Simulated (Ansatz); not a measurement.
# Relative stability

Two relaxed structures of CH₆AlSi (charge -1), singlet (PBE0-D4/def2-TZVPD; forces vanish, vibrations not checked).

A:

```xyz
9
angstrom
C -0.1329 -0.2938 -0.4563
Si 1.0787 1.0246 -0.5203
Al -0.2728 -1.5190 0.9144
H -0.8275 -0.3564 -1.2976
H 1.9880 1.0255 0.6771
H 0.5605 2.4518 -0.5771
H 2.0380 1.0392 -1.6985
H -1.3834 -2.7065 0.9486
H 0.6894 -1.5383 2.2165
```

B:

```
9
angstrom
C -0.6891 -0.0128 -0.4565
Si 0.8883 0.9058 -0.2472
Al -0.6451 -1.2623 1.2041
H -0.7666 -0.5499 -1.4041
H -1.5326 0.6823 -0.3632
H 0.7259 2.2174 0.4497
H 1.6420 1.2333 -1.5176
H 1.8961 0.1091 0.5384
H -0.3398 0.0481 2.2408
```

Program: Ansatz 0.2.0. Basis: def2-TZVPPD. Cores are frozen in the correlated methods. B3LYP uses VWN-RPA correlation.

(1) Which structure is lower at CCSD(T), and by how much? (To be estimated.)

The T1 diagnostic stays at or below 0.016. The restricted Hartree–Fock reference is unstable towards an unrestricted one at one or more of these structures.

Answers

(1) The calculation gives: A, by 27.5 kJ/mol (electronic energy, against the other). By their contacts, A is CH₆AlSi ([AlH2][CH][SiH3]), total charge -1 and B is CH₆AlSi ([AlH][CH2][SiH3]), total charge -1.

All methods give the same order:

| method | E(B) − E(A) (kJ/mol) |
| --- | --- |
| PBE-D4 | 22.1 |
| r2SCAN-D4 | 36.1 |
| PBE0-D4 | 20.7 |
| B3LYP-D4 | 30.4 |
| wB97M-V | 27.6 |
| HF | 29.5 |
| MP2 | 41.1 |
| CCSD | 25.3 |
| CCSD(T) | 27.5 |

Labels in which every atom is bracketed show which atoms are joined, not bond orders.

For scale, one of the runs: CCSD(T)/def2-TZVPPD, 235 basis functions, launched by `ansatz run in.yaml --threads 2 --pin off --events-out ev --progress --plain --max-ram 4352MiB`. Time: 63 s of wall clock on 2 CPU threads of an Arm Neoverse V2; the host was shared. Peak host memory: 3.8 GiB.
